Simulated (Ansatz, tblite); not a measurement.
**[AlFH3]- (AlH3F−): rung by rung**

How do method and basis change the picture of [AlFH3]- (AlH3F−) (singlet)?

Program: Ansatz 0.2.0, Gaussian basis. Level of theory: as each input shows. These are calculated values, not measurements.

The runs, in order: GFN1-xTB, GFN2-xTB, PBE-D4/def2-TZVPD, r2SCAN-D4/def2-TZVPD, B3LYP-D4/def2-TZVPD, ωB97M-V/def2-TZVPD, HF/def2-TZVPD, PBE-QIDH/def2-TZVPD, CAM-B3LYP-D4/def2-TZVPD, BLYP-D4/def2-TZVPD, B97M-V/def2-TZVPD, PBE+5HF/def2-TZVPD, PBE+10HF/def2-TZVPD, PBE+15HF/def2-TZVPD, PBE+35HF/def2-TZVPD, PBE+50HF/def2-TZVPD, PBE-D4/def2-SVPD, PBE0-D4/def2-SVPD, HF/6-31G, B3LYP-D4/6-31G, CCSD(T)/def2-TZVPPD, MP2/def2-TZVPD, RPA/def2-TZVPD.

## 1. The relaxed structure

The geometry is that of the singlet, from an earlier relaxation (PBE0-D4/def2-TZVPD).

5 atoms, charge -1, spin multiplicity 1.

Bond lengths: Al1–F2 1.721 Å, Al1–H3 1.642 Å, Al1–H4 1.642 Å, Al1–H5 1.642 Å. Angles: F2–Al1–H3 108.6°, F2–Al1–H4 108.6°, F2–Al1–H5 108.6°, H3–Al1–H4 110.4°, H3–Al1–H5 110.4°, H4–Al1–H5 110.4°.

The ion is computed in the gas phase, without counter-ions or solvent.

PBE0-D4/def2-TZVPD was run before; its log isn't repeated, and its numbers join the tables.

## 2. GFN1-xTB

Tight binding, by tblite at 300 K electronic temperature and without a spin-polarisation term:

```python
tblite.interface.Calculator('GFN1-xTB', numbers, positions, charge=-1, uhf=0).singlepoint()
```

Energy -227.3286 eV, HOMO -5.73 eV, LUMO 2.88 eV; 0.002 s.

## 3. GFN2-xTB

Tight binding, by tblite at 300 K electronic temperature and without a spin-polarisation term:

```python
tblite.interface.Calculator('GFN2-xTB', numbers, positions, charge=-1, uhf=0).singlepoint()
```

Energy -208.6924 eV, HOMO -5.27 eV, LUMO 2.03 eV; 0.001 s.

## 4. PBE-D4/def2-TZVPD

start.molden holds the orbitals of an earlier run on this state, given as this run's starting guess.

File in.yaml:

```yaml
crystal:
  periodic: [false, false, false]
  atoms:
    - {symbol: Al, position_ang: [-0.000189, 0.000358, -0.030503]}
    - {symbol: F, position_ang: [0.011424, -0.019552, 1.690311]}
    - {symbol: H, position_ang: [1.553281, 0.011500, -0.563755]}
    - {symbol: H, position_ang: [-0.786580, 1.352186, -0.532399]}
    - {symbol: H, position_ang: [-0.777937, -1.344492, -0.563644]}
basis:
  gaussian: {orbitals: def2-TZVPD, initial_orbitals: start.molden}
total_charge: -1
hamiltonian: {xc: pbe, dispersion: d4}
scf: {omitted_lower_state_checks: [starts]}
output: {orbitals: {seedname: orbitals}}
```

The run is started by

```console
> ansatz run in.yaml --threads 4 --pin off --events-out ev --progress --plain --max-ram 3916MiB
```

The runs that follow: r2SCAN-D4/def2-TZVPD; B3LYP-D4/def2-TZVPD; ωB97M-V/def2-TZVPD; HF/def2-TZVPD; PBE-QIDH/def2-TZVPD; CAM-B3LYP-D4/def2-TZVPD; BLYP-D4/def2-TZVPD; B97M-V/def2-TZVPD; PBE+5HF/def2-TZVPD; PBE+10HF/def2-TZVPD; PBE+15HF/def2-TZVPD; PBE+35HF/def2-TZVPD; PBE+50HF/def2-TZVPD; PBE-D4/def2-SVPD; PBE0-D4/def2-SVPD; HF/6-31G; B3LYP-D4/6-31G; CCSD(T)/def2-TZVPPD; MP2/def2-TZVPD; RPA/def2-TZVPD.

Before running them: what should the planned runs give, taken together? Wanted: gap in def2-TZVPD, named functionals and Hartree-Fock, smallest and largest; gap over the share of exact exchange; correlation energy, CCSD(T)/def2-TZVPPD; correlation energy, MP2/def2-TZVPD; PBE0 total energy, smallest basis above largest.

As calculated:

| quantity | value |
| --- | --- |
| gap in def2-TZVPD, named functionals and Hartree-Fock, smallest and largest | 4.76 eV (BLYP-D4), 10.55 eV (HF) |
| gap over the share of exact exchange | 4.82 eV at 0, 8.08 eV at 0.5 |
| correlation energy, CCSD(T)/def2-TZVPPD | -11.05 eV |
| correlation energy, MP2/def2-TZVPD | -9.95 eV |
| PBE0 total energy, smallest basis above largest | 5.50 eV (def2-SVPD, def2-TZVPD) |

What this shows: Over the named functionals and Hartree-Fock in def2-TZVPD the gap runs from 4.76 eV (BLYP-D4) to 10.55 eV (HF); exact exchange widens it. Raising the share of exact exchange from 0 to 0.5 moves the HOMO by -2.52 eV and the LUMO by +0.73 eV.
